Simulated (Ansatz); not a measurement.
# SiH₃ (quartet): wave-function methods side by side, cc-pVTZ

The task here is to estimate one member of a computed series from the others.

The runs use Ansatz 0.2.0, Gaussian basis; cc-pVTZ, core rule «outside noble gas», up to 5 orbitals frozen.

To be run: UHF; CCSD(T) on ROHF; CCSD(T) on UHF; BCCD(T) on ROHF; CCSDT(Q) on ROHF; CCSDT(Q) on UHF; CASSCF and MRCISD+Q, 7 electrons in 7 orbitals; CASSCF and NEVPT2, 7 electrons in 7 orbitals.

20 further runs of the same task are left out: 2 for a known fault of the program, 10 that didn't finish, 8 set aside as unsound or not needed.

## What is computed

The geometry is a PBE0/def2-TZVP stationary point (not a proven minimum) of the parent state, kept for this charge and spin.

4 atoms, charge 0, spin multiplicity 4.

Atoms are counted from 1 here; the program's logs count them from 0.

Bond lengths: Si1–H2 1.486 Å, Si1–H3 1.486 Å, Si1–H4 1.486 Å. Angles: H2–Si1–H3 111.3°, H2–Si1–H4 111.3°, H3–Si1–H4 111.3°.

Set-up of the first run:

in.yaml reads:

```yaml
crystal:
  periodic: [false, false, false]
  atoms:
    - {symbol: Si, position_ang: [0.000090, -0.000062, -0.043737]}
    - {symbol: H, position_ang: [1.415348, 0.014593, 0.409118]}
    - {symbol: H, position_ang: [-0.721058, 1.220018, 0.403029]}
    - {symbol: H, position_ang: [-0.696788, -1.232882, 0.406559]}
basis:
  gaussian: {orbitals: cc-pVTZ}
magnetization: {spin_polarized: true, initial_magnetization: 3}
hamiltonian: {xc: hf}
output: {orbitals: {seedname: orbitals}}
```

Run with:

```sh
$ ansatz run in.yaml --threads 1 --pin off --events-out ev --progress --plain --max-ram 2393MiB
```

Steps of the session up to this table: UHF; CCSD(T) on ROHF; CCSD(T) on UHF; BCCD(T) on ROHF; CCSDT(Q) on ROHF; CCSDT(Q) on UHF; CASSCF and MRCISD+Q, 7 electrons in 7 orbitals; CASSCF and NEVPT2, 7 electrons in 7 orbitals.

One table of the session follows, with a row left open; its other results are not shown here.

It belongs to the step «Misses and costs». 

| method | from RCCSDT(Q) (meV) |
| --- | --- |
| ROHF | +3921.3 |
| UHF | +3847.1 |
| RMP2 | +972.6 |
| UMP2 | +974.2 |
| RCCSD | +250.8 |
| UCCSD | +249.0 |
| RCCSD(T) | +98.0 |
| UCCSD(T) | +98.0 |
| BCCD(T) | +98.5 |
| RCCSDT | +22.5 |
| UCCSDT | +23.1 |
| RCCSDT(Q) | 0 |
| UCCSDT(Q) | ? |
| CASSCF valence | +2910.7 |
| NEVPT2 valence | +925.8 |
| MRCISD valence | +313.1 |
| MRCISD+Q valence | +154.5 |

**Question.** Estimate the row for UCCSDT(Q).

The run gave: from RCCSDT(Q) (meV): +0.4. In the column «from RCCSDT(Q) (meV)» it lies between RCCSDT(Q) (0) and RCCSDT (+22.5).

Limits of these values: Restricted and unrestricted rows rest on different reference determinants; where their highest levels disagree by more than a few hundredths of an eV, they describe different states and don't form one ladder.
